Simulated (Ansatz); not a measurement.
Molecule: NO (charge -1, triplet). SMILES of the parent species: [N]=O

Atoms: N1, O2. Bonds: N1-O2.

Bond lengths (Å) and angles (degrees) optimised at HF/3-21G with Ansatz (a first-principles code); HF/6-31G* with Ansatz; B3LYP/LANL2DZ with Ansatz; B3LYP/6-31G* with Ansatz, each started from the B3LYP-D3(BJ)/def2-TZVP structure (Ansatz) of the last column. A row stands for all coordinates that are equal there. 6-31G* holds six Cartesian d functions.

| coordinate | HF/3-21G | HF/6-31G* | B3LYP/LANL2DZ | B3LYP/6-31G* | B3LYP-D3(BJ)/def2-TZVP |
|---|---|---|---|---|---|
| N1-O2 | 1.312 | 1.248 | 1.333 | 1.279 | 1.267 |

Mean signed difference of all 1 bond lengths from B3LYP-D3(BJ)/def2-TZVP: HF/3-21G 0.046 Å, HF/6-31G* -0.019 Å, B3LYP/LANL2DZ 0.067 Å, B3LYP/6-31G* 0.012 Å.
